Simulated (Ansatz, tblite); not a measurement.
# TiO2: removing and adding an electron

One table from this session's results is given with a row withheld; the runs are named, their logs left out.

The runs use Ansatz 0.2.0, Gaussian basis; as each input shows.

Levels to be run: charge +1 doublet, at the geometry of the singlet (PBE0-D4/def2-TZVP, PBE-D4/def2-TZVP, r2SCAN-D4/def2-TZVP, CCSD(T)/def2-TZVPP); charge +1 doublet, relaxed (PBE0-D4/def2-TZVP, PBE-D4/def2-TZVP); charge -1 doublet, at the geometry of the singlet (PBE0-D4/def2-TZVPD, PBE-D4/def2-TZVPD, r2SCAN-D4/def2-TZVPD, CCSD(T)/def2-TZVPD); charge -1 doublet, relaxed (PBE0-D4/def2-TZVPD, PBE-D4/def2-TZVPD); the starting singlet's energies come from earlier runs.

### The geometry

The geometry is that of the singlet, from an earlier relaxation (PBE-D4/def2-TZVP).

3 atoms, charge 0, spin multiplicity 1.

Atoms are counted from 1 here; the program's logs count them from 0.

Bond lengths: Ti1–O2 1.650 Å, Ti1–O3 1.650 Å. Angles: O2–Ti1–O3 110.5°.

Formally the metal is d0. No spin-orbit coupling is included.

Set-up of the first run:

Contents of in.yaml:

```yaml
crystal:
  periodic: [false, false, false]
  atoms:
    - {symbol: Ti, position_ang: [0.004784, -0.005990, -0.627137]}
    - {symbol: O, position_ang: [1.353362, -0.019732, 0.324117]}
    - {symbol: O, position_ang: [-1.358135, 0.025712, 0.303020]}
basis:
  gaussian: {orbitals: def2-TZVP}
total_charge: 1
magnetization: {spin_polarized: true, initial_magnetization: 1}
hamiltonian: {xc: pbe0, dispersion: d4}
output: {orbitals: {seedname: orbitals}}
```

Started as:

```sh
> ansatz run in.yaml --threads 4 --pin off --events-out ev --progress --plain --max-ram 3916MiB
```

Steps of the session up to this table: Charge +1 doublet at the fixed geometry, PBE0-D4/def2-TZVP; Charge +1 doublet at the fixed geometry, PBE-D4/def2-TZVP; Charge +1 doublet at the fixed geometry, r2SCAN-D4/def2-TZVP; Charge +1 doublet at the fixed geometry, CCSD(T)/def2-TZVPP; Relaxing the charge +1 doublet; Charge +1 doublet, PBE0-D4/def2-TZVP; Charge +1 doublet, PBE-D4/def2-TZVP; Charge -1 doublet at the fixed geometry, PBE0-D4/def2-TZVPD; Charge -1 doublet at the fixed geometry, PBE-D4/def2-TZVPD; Charge -1 doublet at the fixed geometry, r2SCAN-D4/def2-TZVPD; Charge -1 doublet at the fixed geometry, CCSD(T)/def2-TZVPD.

One table of the session follows, with a row left open; its other results are not shown here.

It belongs to the step «Vertical electron affinity». 

| method | vertical electron affinity (eV) |
| --- | --- |
| HF/def2-TZVPD | 1.71 |
| PBE-D4/def2-TZVPD | 1.45 |
| r2SCAN-D4/def2-TZVPD | 1.47 |
| PBE0-D4/def2-TZVPD | 1.57 |
| MP2/def2-TZVPD | ? |
| CCSD/def2-TZVPD | 1.65 |
| CCSD(T)/def2-TZVPD | 1.51 |

Estimate the missing values for MP2/def2-TZVPD.

As computed: vertical electron affinity (eV): 1.17. In the column «vertical electron affinity (eV)» it is the lowest.

Caveats from the session: Doubts: large T1 diagnostic, spin contamination. CCSD(T)/def2-TZVPP is no safe reference here (large T1 diagnostic, spin contamination). The anion's highest level is positive in at least one run, so there the basis alone may hold the extra electron.
